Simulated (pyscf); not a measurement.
`[SiH4]` + `[CH2][Cl]` [doublet] -> `[SiH3]` [doublet] + `[CH3][Cl]`, a hydrogen abstraction (doublet surface; H–Si broken, C–H formed). Optimised with ωB97X-D3(BJ)/def2-SVP in PySCF. Correlated levels are frozen-core, on RHF or UHF. ΔMP2 is the change of the MP2 total energy from the triple- to the quadruple-zeta basis. Energies in kcal/mol from the separated reactants.

Small-basis levels: PySCF, no dispersion term, spherical d functions. AM1 to PM7: differences of heats of formation from MOPAC, which are fitted to 298 K values and so differ in kind from electronic energies by zero-point and thermal terms. Open shells are spin-unrestricted. 

```
level                             barrier  reaction energy
--------------------------------  -------  ---------------
MP2/6-31G*                           13.7            -15.2
SVWN5/6-31G*                         -4.3            -14.9
B3LYP/3-21G                           1.7            -21.0
B3LYP/6-31G*                          8.5            -11.8
M06-2X/6-31G*                         7.1            -15.3
B3LYP/6-311+G**                       9.3            -10.6
AM1                                   8.3            -11.8
PM3                                  -0.9             -3.9
PM6                                  11.1             +8.0
CCSD(T)/def2-TZVPP + ΔMP2(QZVPP)     10.9            -10.4
```

Against the last row the barrier runs from -15.2 (SVWN5/6-31G*) to +2.7 kcal/mol (MP2/6-31G*); PM6 happens to lie closest here (0.2 kcal/mol apart). At SVWN5/6-31G*, PM3 this geometry lies under one side, so the entry may be no barrier of that level: it is a single point on another level's saddle. CCSD(T)/def2-TZVPP + ΔMP2(QZVPP) has limits of its own. One saddle was located; it need not be the lowest between these sides. The angle at the transferred H is 165°. The CCSD(T) − MP2 part came from Ansatz, without density fitting, on the same reference.
